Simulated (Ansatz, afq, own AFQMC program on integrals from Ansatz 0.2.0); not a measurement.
**C2H6GeO2, singlet: AFQMC among the cluster methods**

```
atom    x (Å)    y (Å)    z (Å)
   C  -0.0906  -1.5870   1.2232
   C  -0.2967  -0.5747   0.1348
   O  -1.1254  -0.6608  -0.7425
   O   0.5349   0.4590   0.2176
  Ge   0.2926   1.7083  -1.1125
   H  -0.7999  -2.4135   1.1057
   H   0.9422  -1.9634   1.1867
   H  -0.2238  -1.1073   2.2039
   H  -1.1156   2.2973  -0.9935
   H   1.3734   2.7303  -0.7349
   H   0.5741   1.0547  -2.4681
```

Basis def2-SVP. Noble-gas cores (and the filled d shells of Ga–Kr and In–Xe) are frozen. Ansatz 0.2.0 and our own AFQMC program on the same integrals; the CISD trial comes from CCSD amplitudes, and released means the phaseless constraint is let go. Error bars are statistical, one sigma. No spin–orbit coupling.

Determinant: RHF, the one that the program's search chose, which needn't be the lowest solution. The geometry is a PBE0/def2-SVP stationary point of this or a neighbouring charge and spin state.

No full CI on the walks' own integrals is used here. The released AFQMC energy serves as the reference, which it does only where one determinant dominates, the energy is flat over the last release times and near the phaseless one (40 meV or 2 meV an electron, half that with transition metals). On small molecules, where full CI could be run and the noise was under 10 meV, such values lay within 10 meV of it in 19 cases of 20, a flattering rate, since the rule was set on those same cases; what remains of the bias isn't in the error bar.

Cautions: no relativity below Rb; no spin-orbit coupling; inner d shell frozen; the released value is read at 0.60 1/Eh with a noise of 16 meV, more than in the cases checked (meV from the phaseless value at times in 1/Eh: -16 ± 15 at 0.20, -18 ± 15 at 0.40, -16 ± 16 at 0.60).

```
T1 diagnostic                               : 0.0153
weight of the determinant in the CISD state : 0.778
size of the correlated space                : 30 electrons in 100 orbitals
```

Question: Estimate: order these by the size of their error in total energy against AFQMC with the constraint released, smallest first.
A. MP2
B. CCSD
C. phaseless AFQMC with a CISD trial
D. CCSD(T)

Answer: C (0.59 ± 0.69 mEh), D (3.57 ± 0.57 mEh), B (26.98 ± 0.57 mEh), A (69.29 ± 0.57 mEh).

Reference: AFQMC with the constraint released, correlation energy -21.833 ± 0.016 eV.

Released energies are given only where the last usable release times agree within the noise; a slower fall can still hide under it.
